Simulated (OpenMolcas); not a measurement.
Worked example: vertical energy of the singlet above the triplet of CH2O (SMILES [CH2][O])

The species is CH2O (4 atoms), meant as a triplet with charge 0. As SMILES, `[CH2][O]`. Geometry: relaxed at GFN2-xTB.

Both states at this one shape; open shells run unrestricted unless said. 1 Eh = 27.2114 eV.

| level | program | triplet CH2O (Eh) | singlet CH2O (Eh) |
| --- | --- | --- | --- |
| UHF/STO-3G | OpenMolcas | -112.309891 | -112.319435 |
| USVWN5/STO-3G | OpenMolcas | -111.929039 | -112.010986 |
| UB3LYP/STO-3G | OpenMolcas | -112.861356 | -112.930224 |
| UM06-2X/STO-3G | OpenMolcas | -112.852504 | -112.925149 |

**Question.** Work out the vertical gap, second state less first, at each level.

**Answer.** 
1. UHF/STO-3G: -112.319435 − (-112.309891) = -0.009544 Eh = -0.26 eV.
2. USVWN5/STO-3G: -112.010986 − (-111.929039) = -0.081947 Eh = -2.23 eV.
3. UB3LYP/STO-3G: -112.930224 − (-112.861356) = -0.068868 Eh = -1.87 eV.
4. UM06-2X/STO-3G: -112.925149 − (-112.852504) = -0.072645 Eh = -1.98 eV.

No measured value is set beside it here; the levels span -2.23 to -0.26 eV. Hartree–Fock favours the state with fewer electron pairs, since it lacks pair correlation. Minimal sets are far from the basis-set limit.
